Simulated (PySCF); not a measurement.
# Potential energy of SH along the bond

Set-up: basis H aug-cc-pVDZ, S aug-cc-pV(D+d)Z; no relativity; PySCF 2.14. Energies in eV from H + S in their ground configurations at the same level. State: ²Π (doublet), unpaired electrons π ↑.

All columns are UHF. A positive dipole means H(−)S(+).

```tsv
R (Å)	E (eV)	μ (D)	Mulliken charge on H (basis-dependent)	HOMO (eV)	LUMO (eV)	Mayer bond order	⟨S²⟩
1.164	-2.023	-0.88	-0.18	-10.34	-0.18	1.02	0.76
1.219	-2.362	-0.88	-0.08	-10.32	-0.17	1.02	0.76
1.273	-2.548	-0.88	0.00	-10.31	-0.17	1.01	0.76
1.313	-2.608	-0.87	0.05	-10.30	-0.16	0.99	0.76
1.354	-2.613	-0.87	0.09	-10.30	-0.16	0.98	0.76
1.395	-2.574	-0.87	0.12	-10.30	-0.15	0.97	0.76
1.449	-2.468	-0.86	0.15	-10.29	-0.15	0.95	0.76
1.516	-2.268	-0.85	0.17	-10.29	-0.14	0.95	0.76
1.598	-1.963	-0.83	0.18	-10.29	-0.14	0.94	0.76
1.706	-1.495	-0.79	0.17	-10.29	-0.13	0.92	0.78
```

A fit through these points gives, at Re = 1.338 Å, μ = -0.87 D and dμ/dR = 0.0876 D/Å; the reduced mass is 0.977 u.

Task: How strong is the fundamental in the double-harmonic approximation, I = 42.26·(dμ/dR)²/μred km/mol?

Result: I = 42.26·(0.0876)²/0.977 = 0.332 km/mol at UHF.

Hartree–Fock leaves out correlation, which carries a large part of most bond energies and some tenths to 1 eV of ionisation energies. The state is the lowest determinant that a PBE0 search found; another state may lie lower at other levels.
